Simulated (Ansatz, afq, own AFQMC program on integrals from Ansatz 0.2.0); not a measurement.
AFQMC on a folder of integrals that Ansatz 0.2.0 wrote.

```yaml
crystal:
  periodic: [false, false, false]
  atoms:
    - {symbol: Si, position_ang: [0.000090, -0.000062, -0.043737]}
    - {symbol: H, position_ang: [1.415348, 0.014593, 0.409118]}
    - {symbol: H, position_ang: [-0.721058, 1.220018, 0.403029]}
    - {symbol: H, position_ang: [-0.696788, -1.232882, 0.406559]}
basis:
  gaussian: {orbitals: 6-31G}
magnetization: {spin_polarized: true, initial_magnetization: 1}
correlation: {method: ccsd_t, electrons: outside_noble_gas, hamiltonian_folder: ham}
```

```sh
$ ansatz run in.yaml --threads 1 --pin off --events-out ev --progress --plain --max-ram 24576MiB --backend cuda --devices 0, --max-vram 18GiB
```

Options of the walk:

```
--method phaseless --trial cisd --walkers 4000 --populations 20 --least-time 60 --time-step 0.005 --steps-per-block 50 --equilibration-blocks 28 --max-blocks 4000 --target-error 0.00016 --factor-cut 1e-05 --start spin_pure --seed 3171 --release-times 0.24,0.51,0.99,1.62,2.4 --release-step 0.03 --release-every 3 --taylor-order 6
```

Times are imaginary, in 1/Eh. The walk had a cap of 122 s. With eight or more populations the least sampling time is a fifth of least-time, and the error comes from their spread.

Log:

```
orbitals 14  electrons 4 3  factors 84 of 236
reference energy -290.56686113 Eh
CCSD correlation -0.06836534 Eh in 10 cycles, weight of the determinant in the CISD state 0.9491
energy of the start -290.635203 Eh
 block  time / (1/Eh)  mean weight  energy / Eh
     1     0.250  0.9999  -290.634890
     2     0.500  0.9999  -290.634933
     3     0.750  0.9999  -290.635087
     4     1.000  1.0000  -290.635262
     5     1.250  1.0000  -290.635451
    10     2.500  1.0000  -290.635947
    15     3.750  0.9998  -290.636229
    20     5.000  0.9999  -290.636396
    23     5.750  0.9999  -290.636409
    25     6.250  1.0001  -290.636295
    30     7.500  1.0000  -290.636199
    35     8.750  1.0000  -290.636128
    40    10.000  1.0000  -290.636328
    45    11.250  1.0000  -290.636180
    50    12.500  1.0000  -290.636164
    55    13.750  1.0000  -290.636225
    60    15.000  1.0001  -290.636195
    64    16.000  1.0000  -290.636031
    65    16.250  0.9999  -290.636139
    70    17.500  1.0000  -290.636092
    75    18.750  1.0000  -290.636326
    78    19.500  1.0001  -290.636264
error from the spread of 20 populations
released: time / (1/Eh)  energy / Eh  error  mean overlap
  0.24  -290.636262  0.000020  0.9987
  0.51  -290.636263  0.000019  0.9985
  0.99  -290.636267  0.000011  0.9991
  1.62  -290.636271  0.000011  0.9996
  2.40  -290.636270  0.000010  1.0014
energy -290.636220 +/- 0.000019 Eh
(rows thinned)
```

The run passed its tests (sampling time, drift between the halves within three errors, error under three times the target), which doesn't prove that it has relaxed.

Against this walk (error 0.5 meV) on the same determinant: CCSD(T) 7.4 meV higher, CCSDT(Q) 1.5 meV lower, CCSDTQ 1.7 meV lower, full CI 1.7 meV lower. The error is statistical and leaves out the bias of the constraint. Released to 2.40 1/Eh the energy lies 1.4 ± 0.6 meV (both errors) below the phaseless value, which shows part or all of the bias of the constraint, and full CI lies 0.3 meV below the released value.

Cautions: constraint bias not in the error.

The walk took 22 s on 1 × NVIDIA H100 80GB HBM3 with 2 threads of AMD EPYC 7R13 Processor (Zen 3), on a shared host (the card was shared). The log's last line is the phaseless energy.

CCSDT and higher add their correlation energy to the determinant of the CCSD(T) run, since their own runs factorise the integrals more tightly (a shift of under 2 meV). A walk keeps the symmetry of its determinant, which the program's search chose and which needn't be the lowest solution, so a lower state of the same spin and another symmetry isn't excluded.
